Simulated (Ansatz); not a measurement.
One arrangement of a pair

The pair of HCl (SMILES Cl, atoms 1–2) and CH3Cl (SMILES CCl, atoms 3–7), both closed shells, in one local arrangement (a lower one may exist), relaxed at PBE0-D4/def2-TZVP:

```
atom    x (Å)    y (Å)    z (Å)
 Cl1  -0.0538  -0.6789  -2.5943
  H2   0.2350   0.4439  -3.1352
  C3  -0.0417  -0.0009   1.0089
 Cl4   0.0262   0.5904   2.6806
  H5  -0.8103   0.5508   0.4736
  H6  -0.2830  -1.0611   1.0237
  H7   0.9276   0.1562   0.5427
```

Ansatz 0.2.0; basis: def2-TZVPPD, with def2-QZVPPD for the basis limit; cores frozen in the correlated methods. B3LYP uses VWN-RPA correlation. Extrapolation: Hartree–Fock as exp(−7.88 √X), correlation as X^−2.97. Interaction energies count from these two fragments, frozen as in the pair, with the counterpoise correction; negative means bound.

Q: What is the interaction energy by CCSD(T) at an estimated basis limit (MP2 extrapolated from triple and quadruple zeta, plus CCSD(T) − MP2 in triple zeta)? (An estimate is asked for; the value comes from the calculation.)

A: The calculation gives: -0.87 kcal/mol. Hartree–Fock alone gives 0.11 kcal/mol at the basis limit, so without correlation the pair would not bind at this distance. It counts from the two fragments frozen as in the pair.

The same quantity by other methods in triple zeta, and each one's difference from that estimate:
```tsv
method	E_int (kcal/mol)	difference
PBE-D4	-0.99	-0.12
revPBE-D4	-0.77	0.10
BLYP-D4	-0.66	0.21
r2SCAN-D4	-0.83	0.04
B97M-V	-0.85	0.02
PBE0-D4	-0.91	-0.04
B3LYP-D4	-0.78	0.09
HSE06-D4	-0.92	-0.05
wB97X-V	-0.87	0.00
wB97M-V	-0.82	0.05
B2PLYP	-0.32	0.55
HF	0.11	0.98
MP2	-0.79	0.08
CCSD	-0.60	0.27
CCSD(T)	-0.73	0.14
```
Differences are method less estimate.

Basis-set superposition shift (counterpoise-corrected less uncorrected): CCSD(T) 0.32; MP2 0.30; HF 0.05; PBE0-D4 0.06; wB97M-V 0.05 kcal/mol.

T1 diagnostic: at most 0.008.

For scale, one of the runs: CCSD(T)/def2-TZVPPD, 207 basis functions, launched by `ansatz run in.yaml --threads 2 --pin off --events-out ev --progress --plain --max-ram 5222MiB`. The run took 37 s on 2 CPU threads (shared host), with 2.6 GiB of host memory at its peak.
